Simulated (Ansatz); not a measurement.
# FSi: the cost of one run

Computed with Ansatz 0.2.0 (the levels named in each step, unless a step's input says otherwise).

## 1. Starting point

Bond lengths: F1–Si2 1.547 Å.

Coordinates:

```xyz
2

F     0.0000    0.0000    0.0000
Si    0.0000    0.0000    1.5466
```

## 2. A rough first relaxation, PBE-D4/def2-SVP

This run stands in another session on the same molecule. It ended at:

```xyz
2

F     0.0000    0.0000   -0.0202
Si    0.0000    0.0000    1.5668
```

## 3. Relaxation, PBE0-D4/def2-TZVPP

This run stands in another session on the same molecule. It ended at:

```xyz
2

F     0.0000    0.0000    0.0052
Si    0.0000    0.0000    1.5415
```

## 4. Frequencies, PBE0-D4/def2-TZVPP

Contents of input.yaml:

```yaml
crystal:
  periodic: [false, false, false]
  atoms:
    - { symbol: F, position_ang: [0.0, 0.0, 0.00515079] }
    - { symbol: Si, position_ang: [0.0, 0.0, 1.54148921] }
total_charge: 1
basis:
  gaussian: { orbitals: def2-TZVPP }
hamiltonian:
  xc: pbe0
  dispersion: d4
phonons: {}
```

The run is started by

```bash
ansatz run input.yaml --threads 2 --pin off --max-ram 5120MiB --backend cpu --events-out ev --progress --plain --runs-dir out
```

**Question.** How long does this run take on 2 threads of Arm Neoverse V2, shared host, and how much memory does it need?

About 4.2 s, with a peak of 0.11 GiB.
